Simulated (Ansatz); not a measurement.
System: fcc Pt. Method: PBEsol (plane waves, PAW; Ansatz, a first-principles code).

Numerical settings: plane-wave cutoff 520 eV, 28×28×28 k mesh, Fermi–Dirac smearing 0.052 eV (set by the program), scalar-relativistic PAW data made under PBE.

Computed at the level's own relaxed cell.

```
Pt
1.0
    0.00000     1.95913     1.95913
    1.95913     0.00000     1.95913
    1.95913     1.95913     0.00000
Pt
1
Direct
  0.00000   0.00000   0.00000
```

Q: Give the elastic tensor (Voigt notation, GPa, ions relaxed, in the Cartesian axes of the cell as printed).

A: 
```
  356.9   252.1   252.1     0.0     0.0     0.0
  252.1   356.9   252.1     0.0     0.0     0.0
  252.1   252.1   356.9     0.0     0.0     0.0
    0.0     0.0     0.0    76.3     0.0     0.0
    0.0     0.0     0.0     0.0    76.3     0.0
    0.0     0.0     0.0     0.0     0.0    76.3
```

Measured, for comparison: elastic constant C11 358 GPa, elastic constant C12 254 GPa, elastic constant C44 77.4 GPa (0 K, low-temperature values given for 0 K; zero-point effects included; as tabulated in Li et al. (2021), arXiv:2102.01972). Computed (rounded) less measured: elastic constant C11 -0.3 %, elastic constant C12 -0.8 %, elastic constant C44 -1 %.

Spin–orbit coupling is not included.

The computed numbers hold no vibrational or temperature effects.
